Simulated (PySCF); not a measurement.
Two structures of SiH4S2, closed shell, reached by relaxing down either side of one saddle point (PBE0-D4/def2-TZVP). Energies are electronic, without zero-point energy. PySCF 2.14 with density fitting (its default auxiliary sets; JK sets also for MP2 and CCSD(T)); basis: def2-TZVPP and def2-QZVPP; cores frozen in the correlated methods. Extrapolation: Hartree–Fock as exp(−7.88 √X), correlation as X^−2.97. First:

```tsv
atom	x (Å)	y (Å)	z (Å)
Si1	-0.2303	-0.3641	0.4346
S2	1.7187	-0.6266	-0.3871
S3	-1.3029	1.2828	-0.3898
H4	-1.2018	0.8499	-1.6583
H5	-0.8932	-1.6641	0.1757
H6	-0.2015	-0.0656	1.8860
H7	2.1285	0.6165	-0.0827
```

Second:

```csv
atom,x (Å),y (Å),z (Å)
Si1,-0.5681,-0.2830,0.8097
S2,1.1240,-0.2050,-1.0288
S3,-1.6244,1.3689,0.6851
H4,0.1843,0.1830,-1.9102
H5,-1.0446,-1.6179,0.3490
H6,0.5031,-0.5171,1.8193
H7,1.4323,1.0685,-0.7228
```

Question: Which bonds change from the first to the second?

Answer: SiH₄S₂ ([SH][SiH2][SH]) → SiH₂S ([SiH2][S]) + H₂S (still joined by a long Si–S bond); bonds formed: S2–H4; bonds broken: S3–H4; bonds weakened to dative contacts: Si1–S2.

Question: Give the saddle point's structure and its height above each. (Judge from chemistry; the value comes from the calculation.)

Answer: By the calculation: 38.15 kcal/mol above the first and 6.07 kcal/mol above the second (CCSD(T) at an estimated basis limit (MP2 extrapolated from triple and quadruple zeta, plus CCSD(T) − MP2 in triple zeta)).
```xyz
7
angstrom
Si -0.5167 -0.2285 0.6850
S 1.0595 -0.4230 -1.0641
S -1.6404 1.1493 -0.2538
H -0.0926 0.4283 -1.3592
H -0.9243 -1.6546 0.7829
H 0.3540 0.0856 1.8496
H 1.7605 0.6430 -0.6405
```

No T1 diagnostic of these runs exceeds 0.015.

Labels in which every atom is bracketed show which atoms are joined, not bond orders.

For scale, one of the runs: CCSD(T)/def2-TZVPP, 182 basis functions, launched by `OMP_NUM_THREADS=4 python run.py`. The run took 3.4 min on 4 CPU threads of an Arm Neoverse V1 (shared host), with 1.6 GiB of host memory at its peak.
